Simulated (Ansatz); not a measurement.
`F[SiH2]P` + NH₃ → `N[SiH2]P` + H–F at 600 K and 1 bar (ligand exchange at the Si–F bond).

Isolated molecules relaxed with PBE0-D4/def2-TZVP in Ansatz; ΔE leaves out vibrations. CBS: MP2 limit from def2 TZ/QZ plus the TZ coupled-cluster correction, frozen cores. This one scheme is used for every species. One conformer a species, not always the lowest.

| species | CCSD(T)/CBS energy (Eh) | H − E (kJ/mol) | S (J/(mol·K)) |
| --- | --- | --- | --- |
| `F[SiH2]P` | -732.27050 | 143.4 | 367.9 |
| NH₃ | -56.50880 | 112.4 | 219.5 |
| `N[SiH2]P` | -688.35145 | 213.2 | 403.5 |
| H–F | -100.39570 | 42.3 | 194.0 |

H − E and S are ideal-gas, rigid-rotor, harmonic terms from PBE0-D4/def2-TZVP, for one conformer and one mirror image of each species. 1 Eh = 2625.50 kJ/mol, R = 8.31446 J/(mol·K).

**Question.** By hand: ΔE, ΔH, ΔS and ΔG.

**Answer.** ΔE = (-688.35145) + (-100.39570) − (-732.27050) − (-56.50880) = 0.03215 Eh = 84.4 kJ/mol. Δ(H − E) = 213.2 + 42.3 − 143.4 − 112.4 = -0.3, so ΔH = 84.1 kJ/mol. ΔS = 403.5 + 194.0 − 367.9 − 219.5 = 10.1 J/(mol·K). ΔG = 84.1 − 600 × (10.1)/1000 = 78.0 kJ/mol.

**Question.** By hand: the equilibrium constant, and the temperature at which ΔG would vanish if ΔH and ΔS stayed fixed.

**Answer.** log₁₀ K = −ΔG/(RT ln 10) = -6.8. ΔG = 0 at ΔH/ΔS = 8327 K, far beyond where these terms or the molecules hold.

The number of gas molecules stays the same, so ΔS is small and ΔH decides. A doubt of 5 kJ/mol in ΔE shifts log₁₀ K by 0.4 here. Other conformers and mirror images would add mixing entropy, several J/(mol·K) or more a flexible species. These are equilibria of isolated gas molecules and say nothing of rates. Largest T1 diagnostic: 0.013 (customary marks: 0.02 for closed shells, 0.045 for open ones).
